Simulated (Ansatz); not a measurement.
input.yaml (Ansatz)

```yaml
crystal:
  lattice:
    - [3.2535341559, 0.0, 0.0]
    - [-1.6267670779, 2.8176432311, 0.0]
    - [0.0, 0.0, 5.1892721267]
  atoms:
    - { symbol: Zr, position: [0.3333333333, 0.6666666667, 0.25], spin: 1.0, spin_axis: [0, 0, 1] }
    - { symbol: Zr, position: [0.6666666667, 0.3333333333, 0.75], spin: 1.0, spin_axis: [0, 0, 1] }
hamiltonian:
  xc: revpbe
  pseudopotentials:
    kind: paw_fr
    azcp:
      Zr: "pseudopotentials/Zr.paw.azcp"
basis:
  ecutwfc: 420
  fft_grid_basis: typed
kpoints:
  mp_grid: { grid: [11, 11, 6], shift: [0, 0, 0] }
magnetization:
  noncollinear: true
  spin_orbit: true
scf:
  occupations: { method: fermi_dirac, width: 0.05 }
```

and its output:

```
Engine: ansatz 0.2.0, x86_64-unknown-linux-gnu
Pseudopotentials: kind: paw_fr
Pseudopotential: Zr, paw_fr, valence charge 12, recommended cutoff 420 eV (normal) 
Functional definition: revPBE
  parameter kappa = 1.245
  parameter beta = 0.06672455060314922
  exchange = pbe_x(kappa = kappa, mu = beta*pi^2/3)
  correlation = pbe_c(beta = beta)
Crystal: 2 atoms, lattice volume = 47.572 Å³
Basis set: ecut = 420 eV, 941 PW (Γ)
Bands: 32, of which v1, the nominal top of the filled ones, is band 24 counted from 1 (23 counted from 0)
Symmetry: 12 space group operations + 12 with time reversal
Magnetic group: BNS 194.270 (UNI 1500), of the structure as read, at distance tolerance 3.6e-5 Å
k-points: 64 of 726 (time reversal used)
Projection manifold: j_resolved (fully-relativistic pseudo-atomic orbitals)
Non-local potential: Zr, projectors of the file, l = 0: 3, l = 1: 4, l = 2: 4, l = 3: 4
PAW form: soft (Blöchl's): semilocal exchange-correlation on the pseudo side does not see the compensation charge
PAW frozen core: Zr, regenerated for the run's functional, and the local potential with it (the file was generated under x = pbe(κ = 0.804, μ = 0.2195149727645171), c = pbe(β = 0.06672455060314922))
PAW one-centre angular grid: Zr, 590 points (default); XC on 64 Gauss nodes
Initial density: superposition of atomic densities (chi_scale 0.1, normalization cell)
Starting moments: Σ|m| = 2 μB on 2 of 2 sites
Initial wavefunctions: pseudopotential atomic-orbital guess
Functional: x = revpbe(κ = 1.245, μ = 0.2195149727645171), c = pbe(β = 0.06672455060314922)
iter 1 solved again at ethr=2.17e-3 eV; its pass at ethr=3.10e-3 eV (dr2=5.20e-1 eV) is discarded
SCF iter   1: F=—  HF=-8379.008266 eV  |F-HF|=—  |Δ(HF+E_count)|=         —  Δρ=7.03e-2  dr2=5.31e-1  dr2_m=5.39e-1  ethr=2.17e-3  |M|=4.35e-1 ∫|m|=4.35e-1 μB  |m|>n=0.0e0 m-floor=0.0e0 τ_xc=2.5e-15 mc-row=0.0e0  β_m=0.30  ⟨swp⟩=1.0  Hψ=11882  notcnv=0
spin=Noncollinear: Kerker preconditioning applied to the charge; magnetization (m_x, m_y, m_z) channels mix plain (no charge-response kernel on spin).
SCF iter   2: F=—  HF=-8379.052224 eV  |F-HF|=—  |Δ(HF+E_count)|=   4.40e-2  Δρ=5.12e-2  dr2=3.13e-1  dr2_m=2.85e-1  ethr=2.17e-3  |M|=3.59e-1 ∫|m|=3.59e-1 μB  |m|>n=0.0e0 m-floor=0.0e0 τ_xc=6.8e-5 mc-row=0.0e0  β_m=0.30  ⟨swp⟩=2.0  Hψ=2427  notcnv=0  defer=1
SCF iter   3: F=—  HF=-8379.022736 eV  |F-HF|=—  |Δ(HF+E_count)|=   2.95e-2  Δρ=3.70e-2  dr2=8.98e-3  dr2_m=1.49e-1  ethr=1.30e-3  |M|=2.99e-1 ∫|m|=2.99e-1 μB  |m|>n=0.0e0 m-floor=0.0e0 τ_xc=8.0e-5 mc-row=0.0e0  β_m=0.30  ⟨swp⟩=2.6  Hψ=4049  notcnv=0  defer=1
SCF iter   4: F=—  HF=-8379.058301 eV  |F-HF|=—  |Δ(HF+E_count)|=   3.56e-2  Δρ=2.75e-2  dr2=4.18e-3  dr2_m=8.25e-2  ethr=3.74e-5  |M|=2.34e-1 ∫|m|=2.34e-1 μB  |m|>n=0.0e0 m-floor=0.0e0 τ_xc=7.5e-5 mc-row=0.0e0  β_m=0.30  ⟨swp⟩=2.2  Hψ=3268  notcnv=0  defer=2
SCF iter   5: F=—  HF=-8379.079393 eV  |F-HF|=—  |Δ(HF+E_count)|=   2.11e-2  Δρ=2.05e-2  dr2=8.16e-5  dr2_m=4.58e-2  ethr=1.74e-5  |M|=1.82e-1 ∫|m|=1.82e-1 μB  |m|>n=0.0e0 m-floor=0.0e0 τ_xc=6.2e-5 mc-row=0.0e0  β_m=0.30  ⟨swp⟩=2.6  Hψ=3838  notcnv=0  defer=1
SCF iter   6: F=—  HF=-8379.091385 eV  |F-HF|=—  |Δ(HF+E_count)|=   1.20e-2  Δρ=1.53e-2  dr2=4.97e-5  dr2_m=2.56e-2  ethr=3.40e-7  |M|=1.41e-1 ∫|m|=1.41e-1 μB  |m|>n=0.0e0 m-floor=0.0e0 τ_xc=4.9e-5 mc-row=0.0e0  β_m=0.30  ⟨swp⟩=2.1  Hψ=3718  notcnv=0  defer=2
SCF iter   7: F=—  HF=-8379.098421 eV  |F-HF|=—  |Δ(HF+E_count)|=   7.04e-3  Δρ=1.14e-2  dr2=2.54e-6  dr2_m=1.43e-2  ethr=2.07e-7  |M|=1.11e-1 ∫|m|=1.11e-1 μB  |m|>n=0.0e0 m-floor=0.0e0 τ_xc=3.8e-5 mc-row=0.0e0  β_m=0.30  ⟨swp⟩=2.0  Hψ=3683  notcnv=0  defer=1
Mixer restart at iter 7: flushing history
spin-set hold released at iteration 7 (site moments contracting): the magnetisation degrees of freedom join the quasi-Newton model from the next iteration; the mixer history was flushed
SCF iter   8: F=—  HF=-8379.102550 eV  |F-HF|=—  |Δ(HF+E_count)|=   4.13e-3  Δρ=8.58e-3  dr2=3.46e-6  dr2_m=8.02e-3  ethr=1.06e-8  |M|=8.71e-2 ∫|m|=8.72e-2 μB  |m|>n=0.0e0 m-floor=0.0e0 τ_xc=2.8e-5 mc-row=0.0e0  β_m=0.65  ⟨swp⟩=2.2  Hψ=3760  notcnv=0  defer=1
SCF iter   9: F=—  HF=-8379.108583 eV  |F-HF|=—  |Δ(HF+E_count)|=   6.03e-3  Δρ=5.07e-4  dr2=9.91e-7  dr2_m=2.81e-5  ethr=1.06e-8  |M|=1.11e-2 ∫|m|=1.14e-2 μB  |m|>n=0.0e0 m-floor=0.0e0 τ_xc=1.9e-6 mc-row=0.0e0  β_m=0.82  ⟨swp⟩=3.2  Hψ=4649  notcnv=0  defer=1
SCF iter  10: F=—  HF=-8379.108660 eV  |F-HF|=—  |Δ(HF+E_count)|=   7.67e-5  Δρ=1.96e-4  dr2=2.07e-7  dr2_m=4.19e-6  ethr=4.13e-9  |M|=4.46e-3 ∫|m|=4.65e-3 μB  |m|>n=0.0e0 m-floor=0.0e0 τ_xc=3.9e-7 mc-row=0.0e0  β_m=0.91  ⟨swp⟩=2.0  Hψ=3740  notcnv=0  defer=1
SCF iter  11: F=—  HF=-8379.108674 eV  |F-HF|=—  |Δ(HF+E_count)|=   1.46e-5  Δρ=1.26e-5  dr2=3.50e-9  dr2_m=1.75e-8  ethr=4.17e-10  |M|=1.47e-4 ∫|m|=3.09e-4 μB  |m|>n=0.0e0 m-floor=0.0e0 τ_xc=3.2e-9 mc-row=0.0e0  β_m=0.96  ⟨swp⟩=3.0  Hψ=5384  notcnv=0
SCF iter  12: F=—  HF=-8379.108674 eV  |F-HF|=—  |Δ(HF+E_count)|=   9.84e-8  Δρ=2.50e-6  dr2=1.58e-10  dr2_m=6.82e-10  ethr=1.46e-11  |M|=1.16e-5 ∫|m|=6.77e-5 μB  |m|>n=0.0e0 m-floor=0.0e0 τ_xc=8.1e-11 mc-row=0.0e0  β_m=0.98  ⟨swp⟩=3.0  Hψ=4374  notcnv=0
SCF iter  13: F=—  HF=-8379.108674 eV  |F-HF|=—  |Δ(HF+E_count)|=   4.18e-9  Δρ=5.89e-7  dr2=1.92e-12  dr2_m=3.79e-11  ethr=1.00e-12  |M|=2.10e-6 ∫|m|=1.45e-5 μB  |m|>n=0.0e0 m-floor=0.0e0 τ_xc=6.4e-12 mc-row=0.0e0  β_m=0.99  ⟨swp⟩=3.0  Hψ=4384  notcnv=0
SCF iter  14: F=-8379.108674 eV  HF=-8379.108674 eV  |F-HF|=9.09e-12  |Δ(HF+E_count)|=  2.38e-10  Δρ=1.05e-7  dr2=7.66e-14  dr2_m=1.22e-12  ethr=1.00e-12  |M|=1.95e-7 ∫|m|=2.45e-6 μB  |m|>n=0.0e0 m-floor=0.0e0 τ_xc=6.9e-14 mc-row=0.0e0  ⟨swp⟩=2.1  Hψ=3848  notcnv=0
WARN: the starting moments were not kept: the SCF closed with an absolute magnetisation of 2.4e-6 μB, where they sum to 2 μB in size (2 sites). That is at most 0.1 of that sum. Measured as dr2_m measures the in/out step, that magnetisation stands 5.2e-13 eV from none, at or under the dr2_threshold of 1.0e-7 eV: it is no larger than a step whose dr2_m would equal this threshold. The system may hold no moment; this SCF shows only that its start led to no more than that. To try another start: raise the starting moments (crystal.atoms[].spin, magnetization.per_species, magnetization.initial_magnetization, or on a non-collinear deck that types none of these the spinor_matrix: blocks that start its atoms; where the total moment is fixed, keep their sum and leave initial_magnetization as it is; typed ones take the place of any that the run laid by itself, positive ones on a crystal's lanthanoids without a Hubbard term where scf.initial_density.shell_occupations: [] is typed) or, if the notice of its spin-set hold's release reads "site moments contracting" or "site moments show no strong build", lengthen the hold (scf.mixing.spin_hold: { on: { confirm: 4 } }; for m-r²SCAN on two components see the key's manual first). Each may lead to a state that holds a moment. A second SCF, from the converged charge density, with the starting moments and any scf.initial_density.shell_occupations laid on it anew, would have followed, and was not run: the deck does not ask for one (magnetization.retry_lost_moments is false, the default). To let it run, set magnetization.retry_lost_moments: true and run the deck again, where that key's refused combinations let it; where memory then withholds it, that run's warning says so.
SCF 1 converged in 14 iterations: F = -8379.108674 eV  dr2 = 7.66e-14
SCF converged after 14 iterations
Magnetization: |M| = 0.0000 μB,  M = (-0.0000, -0.0000, -0.0000) μB
Absolute magnetization: 0.0000 μB (∫|m|, with the PAW one-centre terms)
  site 0: m = (+0.0000, +0.0000, -0.0000) μB, |m| = 0.0000 μB  (R = 1.32 Å)
  site 1: m = (-0.0000, -0.0000, -0.0000) μB, |m| = 0.0000 μB  (R = 1.32 Å)
Free energy (F): -8379.108674 eV
Harris-Foulkes:  -8379.108674 eV  (|F-HF|=9.09e-12)
Internal energy: -8379.092940 eV  (E = F + TS)
E sigma→0 (E₀):  -8379.100807 eV
Entropy (-TS):   -0.015735 eV (-7.867 meV/atom)
Fermi energy:    13.728481 eV
--- Per-component energies (eV) ---
  E_band       = -201.571029
  E_kinetic    = 663.820375
  E_local      = -1272.558771  (includes V_loc(G=0)·N_el)
  E_nonlocal   = 159.761368
  E_hartree    = 394.072647
  E_xc         = -322.801930
  E_vxc        = -380.580252  (∫ρ·V_xc dr)
  E_paw        = -5919.055271  (= ΣΔE_a)
  E_vpaw       = -160.159093  (= ΣTr[D̂ρ^β])
  E_aug_tail   = 0.000049  (compensation charges beyond the density's cutoff)
  E_ewald      = -2082.219667
  E_core_change = -0.111738  (= ΣΔE_core)
  E_smearing   = -0.015735  (= −TS)
  E_closure    = 0.000000  (closes the sum)
  Σ components = -8379.108674   (vs F -8379.108674, Δ=0.00e0)
```
